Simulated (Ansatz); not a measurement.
Ansatz (a quantum-chemistry and plane-wave program) input (RI-MP2/cc-pVTZ):
A basis named .json is the Basis Set Exchange file of that set.

Ansatz 0.2 input:
```yaml
crystal:
  periodic: [false, false, false]
  atoms:
    - {symbol: C, position_ang: [-0.00717952, -0.17649498, 1.18877778]}
    - {symbol: N, position_ang: [0.04667122, 0.63032333, 0.00383616]}
    - {symbol: C, position_ang: [-0.01782633, -0.16122431, -1.19083315]}
    - {symbol: H, position_ang: [0.82239004, -0.89994531, 1.21610482]}
    - {symbol: H, position_ang: [0.04344444, 0.44786648, 2.08044412]}
    - {symbol: H, position_ang: [-0.93390440, -0.76995637, 1.22479698]}
    - {symbol: H, position_ang: [0.81142397, -0.88421671, -1.23486430]}
    - {symbol: H, position_ang: [0.02485300, 0.47453211, -2.07483039]}
    - {symbol: H, position_ang: [-0.94487047, -0.75422777, -1.22617215]}
basis:
  gaussian:
    orbitals: cc-pVTZ
    fitting: {mean_field: def2-universal-jkfit, correlation: cc-pVTZ-RIFIT.json}
magnetization: {spin_polarized: true, initial_magnetization: 1}
correlation: {method: mp2, electrons: outside_noble_gas}
```

Output:

```
Functional definition: HF
integrals: 0.10 GiB planned
335 factors; integrals over basis functions are off by at most 9.1e-1 eV
423 factors; integrals over basis functions are off by at most 6.4e-1 eV
mean field: 0.36 GiB planned
mean field evaluation 1: about -3634.8224 eV, gradient 1.9e1 eV
mean field evaluation 2: about -3637.0746 eV, gradient 7.7e0 eV
mean field evaluation 4: about -3637.5349 eV, gradient 8.2e-1 eV
mean field evaluation 8: about -3637.5454 eV, gradient 1.8e-6 eV
mean field -3637.54540861 eV, -133.6773281497 hartree, gradient 1.8e-6 eV, S^2 0.763030; 0 other end points of the search recorded, 0 dependent functions left out
3 core orbitals not correlated
reference -3637.54540861 eV, -133.6773281497 hartree; 10, 9 occupied and 161, 162 virtual orbitals, 423 factors
second order -14.36385014 eV of doubles, -0.00000000 eV of singles
Total energy: -3651.90925875 eV, -134.2051899062 hartree
```

It need not be the lowest isomer of its formula.
